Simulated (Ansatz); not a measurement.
For Se (model structure, started from the beta-Sn type, I4₁/amd, No. 141, 2 atoms in the cell), PBEsol in Ansatz (PAW) gives:

- lattice parameter a = 5.648 Å
- c axis length = 2.701 Å

Problem. What does r²SCAN (Ansatz, a program for electronic structure, plane waves, PAW) give for the same quantities?

Solution. 
- lattice constant a: 5.742 Å (increases by 1.7 %)
- lattice parameter c: 2.718 Å (increases by 0.6 %)

Changes are worked out from the printed values.

Unless a cell is named, each level is at its own relaxed cell (PBEsol 21.54, r²SCAN 22.40 Å³/atom).

Ansatz's density-functional and Hartree–Fock values are scalar-relativistic unless marked +SOC, with PAW data made under PBE.

A model structure was made by putting elements into a prototype or built by hand; it is no filed structure, need not be a known phase, and can be a saddle point held by its symmetry.
